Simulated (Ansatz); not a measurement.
**SO2 (singlet): from Hartree-Fock to the top rungs, cc-pV(D+d)Z**

One table from this session's results is given with a row withheld; the runs are named, their logs left out.

Program: Ansatz 0.2.0, Gaussian basis. Level of theory: cc-pV(D+d)Z, core rule «outside noble gas», up to 7 orbitals frozen. These are calculated values, not measurements.

The runs, in order: UHF; CCSD(T) on RHF; CCSD(T) on UHF; BCCD(T) on RHF; CISD; CCSDT(Q) on RHF; CCSDT(Q) on UHF; CASSCF and MRCISD+Q, 18 electrons in 12 orbitals; CASSCF and NEVPT2, 18 electrons in 12 orbitals.

9 further runs of the same task are left out: 9 set aside as unsound or not needed.

### The geometry

The geometry is an MP2(full)/6-31G* stationary point (not a proven minimum).

3 atoms, charge 0, spin multiplicity 1.

Atoms are counted from 1 here; the program's logs count them from 0.

Bond lengths: S1–O2 1.477 Å, S1–O3 1.477 Å. Angles: O2–S1–O3 119.8°.

Coordinates:

```xyz
3
O2S
S     0.0000    0.0000    0.3699
O     0.0000    1.2776   -0.3707
O     0.0000   -1.2776   -0.3707
```

Set-up of the first run:

in.yaml reads:

```yaml
crystal:
  periodic: [false, false, false]
  atoms:
    - {symbol: S, position_ang: [0.000000, 0.000000, 0.369885]}
    - {symbol: O, position_ang: [0.000000, 1.277617, -0.370651]}
    - {symbol: O, position_ang: [0.000000, -1.277617, -0.370651]}
basis:
  gaussian: {orbitals: "cc-pV(D+d)Z.json"}
magnetization: {spin_polarized: true, initial_magnetization: 0}
hamiltonian: {xc: hf}
output: {orbitals: {seedname: orbitals}}
```

The run is started by

```
$ ansatz run in.yaml --threads 1 --pin off --events-out ev --progress --plain --max-ram 4096MiB --backend cpu
```

Steps of the session up to this table: UHF; CCSD(T) on RHF; CCSD(T) on UHF; BCCD(T) on RHF; CISD; CCSDT(Q) on RHF; CCSDT(Q) on UHF; CASSCF and MRCISD+Q, 18 electrons in 12 orbitals; CASSCF and NEVPT2, 18 electrons in 12 orbitals.

One table of the session follows, with a row left open; its other results are not shown here.

It belongs to the step «Misses and costs». 

```
          method  from RCCSDT(Q) (kcal/mol)
             RHF                    +348.31
             UHF                          ?
            RMP2                     +13.50
            UMP2                     +34.92
            CISD                     +55.24
           RCCSD                     +16.96
           UCCSD                     +17.80
        RCCSD(T)                      +2.49
        UCCSD(T)                      +3.91
         BCCD(T)                      +2.10
          RCCSDT                      +2.27
          UCCSDT                      +2.33
       RCCSDT(Q)                          0
       UCCSDT(Q)                      -0.28
  CASSCF valence                    +254.69
  NEVPT2 valence                     +40.29
  MRCISD valence                     +26.56
MRCISD+Q valence                      +4.48
```

Q: Estimate the row for UHF from the others.

The run gave: from RCCSDT(Q) (kcal/mol): +345.55. In the column «from RCCSDT(Q) (kcal/mol)» it lies between CASSCF valence (+254.69) and RHF (+348.31).

To keep in mind: Warnings: restricted reference is unstable; spin contamination; large T1 diagnostic. Restricted and unrestricted rows rest on different reference determinants; where their highest levels disagree by more than a few hundredths of an eV, they describe different states and don't form one ladder.
